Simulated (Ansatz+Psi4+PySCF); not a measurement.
# doublet CS(+): levels of theory in one basis

```xyz
2

C     0.0000    0.0000   -1.1234
S     0.0000    0.0000    0.4213
```

Basis set: cc-pVTZ on C; cc-pV(T+d)Z on S (spherical functions). Left uncorrelated: 6 orbitals. Correlation on ROHF uses semicanonical orbitals with singles. Charge 1, multiplicity 2.

Computed with Ansatz (development build ahead of 0.2.0) and Psi4 1.11; each method stands on the lowest determinant of its kind that the runs found.

```csv
method,E − E(ROHF) (eV),<S²> of the determinant
ROHF,0.00,0.75
UHF,-0.92,1.63
ROHF-MP2,-7.84,–
ROHF-CCSD,-8.23,–
UHF-CCSD,-8.24,1.63
ROHF-CCSD(T),-8.84,–
UHF-CCSD(T),-8.75,1.63
```

**Question.** What does UHF-MP2 give on the same scale?

**Answer.** -6.76 eV.

**Question.** Is a single determinant a sound starting point here?

**Answer.** It is doubtful. Unrestricted orbitals lower Hartree–Fock by 0.92 eV and <S²> is 1.63 where a pure state has 0.75, a sign of strong static correlation.

Caution for ROHF, ROHF-MP2, ROHF-CCSD, ROHF-CCSD(T): an unrestricted determinant lies well below. Caution for UHF, UHF-MP2, UHF-CCSD, UHF-CCSD(T): the unrestricted determinant is a mixture of spin states. Caution for ROHF-MP2, UHF-MP2, ROHF-CCSD, UHF-CCSD, ROHF-CCSD(T), UHF-CCSD(T): large amplitudes, a single reference is doubtful. Caution for UHF-CCSD(T): another reference gives a lower total.
